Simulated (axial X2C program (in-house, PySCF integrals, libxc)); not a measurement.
## Testing model relations on MgH⁻

A bond curve at the PBE0 level, 2c, was computed with an in-house all-electron X2C program for linear molecules (integrals from PySCF) (basis Mg dyall-av3z [10s9p6d4f], H dyall-av3z [7s3p2d] (cores contracted in-house)) for the state Ω = 0 (closed shell). Its fit gives Re = 1.8707 Å, ωe = 1101.0 cm⁻¹, ωexe = 32.7 cm⁻¹ and αe = 2.215e-01 cm⁻¹; the masses are 23.9850 and 1.0078 u. Two-component means X2C with spin–orbit coupling and atomic mean-field Coulomb and Gaunt terms.

(1) Find the reduced mass, Be and the force constant.

(2) Estimate the centrifugal constant by the Kratzer relation.

(3) Give B0, the J = 1←0 line in GHz and the most populated J at 300 K (kT = 208.5 cm⁻¹).

(4) Scale the constants to the deuteride (D 2.0141 u) within the Born–Oppenheimer picture.

(5) Where do the fundamental and the first overtone lie?

One determinant describes the state; a PBE0 search over occupations chose it and may have missed a lower one. The highest occupied level of some functionals is positive through self-interaction error; at Hartree–Fock it is bound.

Answers

(1) From the PBE0 values: μ = 0.9672 u. Be = 16.8576/(μ Re²) = 4.981 cm⁻¹. k = 5.8918×10⁻⁷ μ ωe² = 0.691 mdyn/Å.

(2) D = 4Be³/ωe² = 4.08e-04 cm⁻¹.

(3) B0 = Be − αe/2 = 4.87 cm⁻¹; 2B0 = 292 GHz; J(max) ≈ √(kT/2B0) − 1/2 = 4.1, so J = 4.

(4) ρ = √(μH/μD) = 0.7215; ωe = 794.3, ωexe = 17, Be = 2.593 cm⁻¹; the zero-point energy falls by 149 cm⁻¹.

(5) ν(1←0) = ωe − 2ωexe = 1035.6 cm⁻¹; ν(2←0) = 2ωe − 6ωexe = 2005.8 cm⁻¹.
